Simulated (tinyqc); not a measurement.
Extended Hueckel theory, for BH3, step by step. One step of it, computed by the program tinyqc.

Problem. Mulliken analysis. P = C n C^T; charge = valence electrons (H 1, B 3) minus the sum of (P S)_ii on the atom; overlap population = 2 sum P_ij S_ij between two atoms.

coefficients:
```
              MO1        MO2        MO3        MO4        MO5        MO6        MO7
1B 2s    0.509613   0.000076   0.000000   0.003853   0.001891   0.000000   1.593463
1B 2px  -0.000007   0.444131   0.000000   0.000000   1.338088   0.000000  -0.002335
1B 2py   0.000000   0.000000   0.444222   0.000000   0.000000   1.338045   0.000000
1B 2pz  -0.000099   0.000000   0.000000   0.999990  -0.000009   0.000000  -0.007653
2H 1s    0.285340   0.549056   0.000000  -0.000833  -1.087117   0.000000  -0.828260
3H 1s    0.285447  -0.274426   0.475420  -0.000832   0.542037  -0.940701  -0.831120
4H 1s    0.285447  -0.274426  -0.475420  -0.000832   0.542037   0.940701  -0.831120
```

occupations: 2.000000  2.000000  2.000000  0.000000  0.000000  0.000000  0.000000

overlap S:
```
           1B 2s     1B 2px     1B 2py     1B 2pz      2H 1s      3H 1s      4H 1s
1B 2s   1.000000   0.000000   0.000000   0.000000   0.509147   0.509336   0.509336
1B 2px  0.000000   1.000000   0.000000   0.000000   0.544341  -0.272320  -0.272320
1B 2py  0.000000   0.000000   1.000000   0.000000   0.000000   0.471450  -0.471450
1B 2pz  0.000000   0.000000   0.000000   1.000000  -0.002375  -0.002376  -0.002376
2H 1s   0.509147   0.544341   0.000000  -0.002375   1.000000   0.105276   0.105276
3H 1s   0.509336  -0.272320   0.471450  -0.002376   0.105276   1.000000   0.105401
4H 1s   0.509336  -0.272320  -0.471450  -0.002376   0.105276   0.105401   1.000000
```

Give: charges; Overlap populations.

Solution.

charges: 1B 0.4505, 2H -0.1502, 3H -0.1501, 4H -0.1501

Overlap populations:
```
pair      value
2-1    0.827183
3-1    0.827356
3-2   -0.029151
4-1    0.827356
4-2   -0.029151
4-3   -0.029189
```
